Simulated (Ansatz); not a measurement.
Ideal-gas functions of `FCC=C(F)F` at 298.15 K and 1 bar, from an Ansatz frequency run at PBE0-D4/def2-TZVP.

Molar mass 96.05 g/mol, point group C1 (symmetry number 1), electronic degeneracy 1, moments of inertia 60.56, 266.635, 301.996 u Å². Harmonic wavenumbers (cm⁻¹, unscaled): 73, 159, 241, 430, 551, 590, 656, 829, 905, 1030, 1047, 1156, 1251, 1296, 1362, 1424, 1504, 1816, 3067, 3125, 3232.

Use S(trans) = R[1.5 ln M + 2.5 ln T − 1.1517]; rotational temperatures θ = 24.2544 K / I; S(rot) = R[ln(√π/σ · √(T³/θAθBθC)) + 1.5]; for each mode x = 1.438777 ν̃/T, S = R[x/(eˣ − 1) − ln(1 − e⁻ˣ)] and H = RT x/(eˣ − 1); 1 cm⁻¹ = 0.0119627 kJ/mol; R = 8.31446 J/(mol·K).

Question: By hand: the entropy, in J/(mol·K).

Answer: Translation 165.8. Rotation: θ = 0.4005, 0.091, 0.0803 K, giving 112.5. Vibration, mode by mode: 17.03, 10.72, 7.51, 3.59, 2.27, 1.95, 1.52, 0.77, 0.57, 0.35, 0.32, 0.21, 0.14, 0.12, 0.09, 0.07, 0.05, 0.01, 0.00, 0.00, 0.00, in all 47.3. Electronic 0.0. Sum 325.6 J/(mol·K).

Question: By hand: H − E and G − E in kJ/mol, counted from the electronic energy.

Answer: Zero-point energy ½ × 25744 × 0.0119627 = 154.0; thermal vibration 7.7; translation, rotation and pV give 4 RT = 9.9. H − E = 171.6 kJ/mol, and G − E = 171.6 − 298.15 × 325.6/1000 = 74.5 kJ/mol.

Vibration gives 15 % of the entropy, 17.0 J/(mol·K) of it from the mode under 150 cm⁻¹: soft modes count most, and the harmonic formula is weakest for them. The sum counts one conformer and one mirror image; others add a mixing term.
